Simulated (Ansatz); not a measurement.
Basis-set extrapolation for C₄H₆F₂ (`C[C@@]1(F)C[C@H]1F`) (PBE0-D4/def2-TZVP geometry, frozen core, the Gaussian-basis code of Ansatz). Multiplicity 1, RHF reference.

|  | def2-TZVPP | def2-QZVPP |
| --- | --- | --- |
| HF | -353.944071 | -353.959607 |
| MP2 correlation | -1.161954 | -1.252857 |
| CCSD(T) correlation | -1.239318 | not run |

Energies in hartree. Use E(X) = E(∞) + A·exp(−7.88·√X) for Hartree–Fock and E(X) = E(∞) + B·X^(−2.97) for correlation, with X = 3 and 4, and add CCSD(T) minus MP2 of the smaller set to the MP2 limit.

Task: What is the CCSD(T) energy at the basis-set limit?

Result: HF limit: -353.959607 + (-0.015536) × 0.13774 = -353.96175. MP2 limit: -1.252857 + (-0.090903) × 0.74074 = -1.32019. Higher-order term: -1.239318 − (-1.161954) = -0.07736. Total: -355.35930 hartree, 110.4 kcal/mol below CCSD(T)/def2-TZVPP.
